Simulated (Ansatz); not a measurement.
Predict the output of the script below (the Python package of Ansatz (0.2.0)).

`energy.py`
```python
"""Single point of C4H10O2 in a Gaussian basis."""

from pathlib import Path
import json

import ansatz as az
import numpy as np
from rdkit import Chem
from rdkit.Chem import AllChem

config = {
    "basis_set": "def2-SVP",
    "functional": "b3lyp",
    "vdw": "d3bj",
}


def main() -> None:
    # a force-field geometry from the SMILES
    rd = Chem.AddHs(Chem.MolFromSmiles("CCC(O)CO"))
    AllChem.EmbedMolecule(rd, randomSeed=673)
    AllChem.UFFOptimizeMolecule(rd)
    geometry = az.Crystal.molecule()
    for atom, xyz in zip(rd.GetAtoms(), rd.GetConformer().GetPositions()):
        geometry = geometry.atom(atom.GetSymbol(), xyz.round(5).tolist())

    setup = (
        geometry.calculation()
        .basis(gaussian=config["basis_set"])
        .functional(config["functional"], dispersion=config["vdw"])
        .forces()
        .orbitals()
    )
    print(setup.to_yaml())
    out = setup.run(threads=1, runs_dir="runs")
    summary = out.report

    print("reference energy %16.6f eV" % summary["reference_energy_ev"])
    print("total energy     %16.6f eV" % summary["free_energy_ev"])
    print("occupied orbitals outside the frozen core (up, down):", summary["n_occupied"], " frozen:", summary["n_frozen"], " virtual:", summary["n_virtual"])

    symbols = [site.symbol for site in geometry.cartesian_sites]
    forces = np.array(summary["forces_ev_ang"])
    print("largest force", round(float(np.linalg.norm(forces, axis=1).max()), 4), "eV/A, rms", round(float(np.sqrt((forces ** 2).mean())), 4))

    charges = summary["charge_distribution"]
    print("dipole moment", round(4.803205 * float(np.linalg.norm(charges["dipole_moment_e_ang"])), 3), "D")
    print("Mulliken:", [(s, round(q, 3)) for s, q in zip(symbols, charges["mulliken_charges_e"])])

    lines = Path(summary["orbitals_path"]).read_text().splitlines()
    field_of = lambda key: [line.split("=")[1].strip() for line in lines if line.startswith(key)]
    orbitals = [(27.211386 * float(e), s, float(n)) for e, s, n in zip(field_of("Ene="), field_of("Spin="), field_of("Occup="))]
    homo = max(e for e, _, n in orbitals if n > 0.5)
    lumo = min(e for e, _, n in orbitals if n < 0.5)
    print(f"HOMO {homo:.3f} eV, LUMO {lumo:.3f} eV, gap {lumo - homo:.3f} eV")
    with open("c4h10o2.json", "w") as handle:
        json.dump({k: summary[k] for k in ("free_energy_ev", "reference_energy_ev", "n_occupied", "n_virtual")}, handle, indent=1)


if __name__ == "__main__":
    main()
```

```console
$ python energy.py
crystal:
  periodic: [false, false, false]
  atoms:
    - { symbol: C, position_ang: [-2.08194, 0.316, -0.30485] }
    - { symbol: C, position_ang: [-0.66436, -0.14387, -0.63962] }
    - { symbol: C, position_ang: [0.31248, 0.11848, 0.52522] }
    - { symbol: O, position_ang: [-0.09109, -0.5704, 1.68295] }
    - { symbol: C, position_ang: [1.75382, -0.27357, 0.15357] }
    - { symbol: O, position_ang: [2.23128, 0.51583, -0.90288] }
    - { symbol: H, position_ang: [-2.08955, 1.40075, -0.06574] }
    - { symbol: H, position_ang: [-2.48203, -0.25396, 0.56025] }
    - { symbol: H, position_ang: [-2.74468, 0.14097, -1.17843] }
    - { symbol: H, position_ang: [-0.32401, 0.40651, -1.5435] }
    - { symbol: H, position_ang: [-0.68252, -1.22832, -0.8847] }
    - { symbol: H, position_ang: [0.3025, 1.20618, 0.75717] }
    - { symbol: H, position_ang: [-0.08213, -1.54121, 1.47299] }
    - { symbol: H, position_ang: [2.41585, -0.16082, 1.04238] }
    - { symbol: H, position_ang: [1.78728, -1.34045, -0.15497] }
    - { symbol: H, position_ang: [2.4391, 1.40789, -0.51984] }
basis:
  gaussian:
    orbitals: def2-SVP
hamiltonian:
  xc: b3lyp
  dispersion: d3bj
output:
  orbitals: {}
  forces: true

reference energy     -8398.765057 eV
total energy         -8399.290028 eV
occupied orbitals outside the frozen core (up, down): [25, 25]  frozen: 0  virtual: [109, 109]
largest force 1.2933 eV/A, rms 0.4194
dipole moment 0.339 D
Mulliken: [('C', 0.026), ('C', -0.024), ('C', 0.09), ('O', -0.32), ('C', 0.224), ('O', -0.324), ('H', 0.006), ('H', 0.011), ('H', 0.01), ('H', 0.009), ('H', -0.017), ('H', -0.022), ('H', 0.171), ('H', -0.001), ('H', -0.015), ('H', 0.174)]
HOMO -6.922 eV, LUMO 0.958 eV, gap 7.881 eV
```

File `c4h10o2.json` afterwards:
```json
{
 "free_energy_ev": -8399.290027625948,
 "reference_energy_ev": -8398.765056868771,
 "n_occupied": [
  25,
  25
 ],
 "n_virtual": [
  109,
  109
 ]
}
```

Reading the output:
- Total energies depend on the basis set; only differences at equal settings carry meaning.
- The geometry is a force-field or estimated start, not a minimum of this method, and the basis set is short of its limit.
- Total less reference energy is the dispersion correction.
- b3lyp holds the VWN-RPA fit, as in Gaussian; the form of ORCA and Turbomole is b3lyp5.
- Levels such as HOMO and LUMO are orbital energies: with these approximate functionals they aren't the ionisation energy and electron affinity, and their gap isn't the fundamental gap.
- Hardware and time: 9.4 s on 1 thread of Arm Neoverse V1 (shared host), peak memory 0.42 GiB.

(Lines on the test bed's own set-up are left out of the output.)
